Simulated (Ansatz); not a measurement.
Wavefunction ladder for `C1SCSCS1`

Cartesian coordinates in Å:
```
C -1.331 -0.781 0.320
S -0.122 -1.819 -0.515
C 1.336 -0.796 -0.261
S 1.334 0.809 -1.076
C -0.031 1.566 -0.181
S -1.652 0.825 -0.425
H -2.275 -1.327 0.293
H -1.045 -0.652 1.368
H 1.513 -0.665 0.810
H 2.177 -1.351 -0.677
H -0.104 2.592 -0.543
H 0.202 1.600 0.887
```

Total charge 0; spin multiplicity 1. The geometry is a stationary point of PBE0-D4/def2-TZVP. Frozen core, restricted reference, the Gaussian-basis code of Ansatz. CBS rows extrapolate triple and quadruple zeta; past MP2 they add the triple-zeta difference.

```
     basis      HF (Eh)  MP2 corr.  CCSD corr.       (T)  CCSD(T) total
  def2-SVP  -1309.19561          ?    -0.87698  -0.03114              ?
def2-TZVPP  -1309.75046   -1.03647    -1.09724         ?              ?
def2-QZVPP  -1309.78976   -1.11685           –         –              –
 CBS(def2)            ?          ?    -1.23714     as TZ              ?
```

Question: Fill in the withheld values. (Best estimate.)

Answer: Computed: def2-SVP MP2 corr.: -0.81135; def2-SVP CCSD(T) total: -1310.10373; def2-TZVPP (T): -0.05514; def2-TZVPP CCSD(T) total: -1310.90284; CBS(def2) HF (Eh): -1309.79518; CBS(def2) MP2 corr.: -1.17638; CBS(def2) CCSD(T) total: -1311.08746.
